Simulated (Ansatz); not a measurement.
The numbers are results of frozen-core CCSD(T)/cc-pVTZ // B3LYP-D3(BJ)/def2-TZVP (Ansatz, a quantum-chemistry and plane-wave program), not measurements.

Ansatz 0.2 input:
```yaml
crystal:
  periodic: [false, false, false]
  atoms:
    - { symbol: C, position_ang: [1.1113, -0.286487, -0.19873] }
    - { symbol: C, position_ang: [-0.10669, 0.605021, 0.065676] }
    - { symbol: C, position_ang: [-1.361744, -0.209762, 0.222289] }
    - { symbol: O, position_ang: [-2.09717, -0.17449, 1.173638] }
    - { symbol: H, position_ang: [1.999506, 0.319072, -0.379853] }
    - { symbol: H, position_ang: [1.312398, -0.935079, 0.655249] }
    - { symbol: H, position_ang: [0.955388, -0.920783, -1.073945] }
    - { symbol: H, position_ang: [-0.259015, 1.273716, -0.789783] }
    - { symbol: H, position_ang: [0.026182, 1.219983, 0.956168] }
    - { symbol: H, position_ang: [-1.580157, -0.891188, -0.630707] }
basis:
  gaussian: { orbitals: cc-pVTZ }
correlation:
  method: ccsd_t
```

Output:

```
Functional definition: HF
1160 factors; integrals over basis functions are off by at most 8.7e-4 eV
mean field evaluation 1: about -5221.7409 eV, gradient 3.9e1 eV
mean field evaluation 2: about -5221.7409 eV, gradient 3.9e1 eV
mean field evaluation 4: about -5225.1088 eV, gradient 4.8e0 eV
mean field evaluation 8: about -5225.1881 eV, gradient 4.5e-1 eV
mean field evaluation 16: about -5225.1101 eV, gradient 4.8e0 eV
mean field -5225.18984427 eV, -192.0221850161 hartree, gradient 3.0e-6 eV, S^2 0.000000; 0 other end points of the search recorded, 0 dependent functions left out
4 core orbitals not correlated
reference -5225.18984427 eV, -192.0221850161 hartree; 12, 12 occupied and 188, 188 virtual orbitals, 1160 factors
second order -20.16048704 eV of doubles, -0.00000000 eV of singles
cycle   1  -20.35540491 eV  change   -1.9e-1 eV  update   1.0e-1
cycle   2  -20.86460384 eV  change   -5.1e-1 eV  update   3.2e-2
cycle   3  -20.99840835 eV  change   -1.3e-1 eV  update   1.7e-2
cycle   4  -20.98779743 eV  change    1.1e-2 eV  update   4.0e-3
cycle   5  -20.98797895 eV  change   -1.8e-4 eV  update   1.9e-3
cycle   6  -20.98859421 eV  change   -6.2e-4 eV  update   5.5e-4
cycle   7  -20.98833147 eV  change    2.6e-4 eV  update   2.1e-4
cycle   8  -20.98831058 eV  change    2.1e-5 eV  update   7.0e-5
cycle   9  -20.98832593 eV  change   -1.5e-5 eV  update   2.9e-5
perturbative correction -0.85821190 eV, -0.0315387056 hartree
Total energy: -5247.03638210 eV, -192.8250304732 hartree
```

Cost: very roughly 2.1 core-minutes.
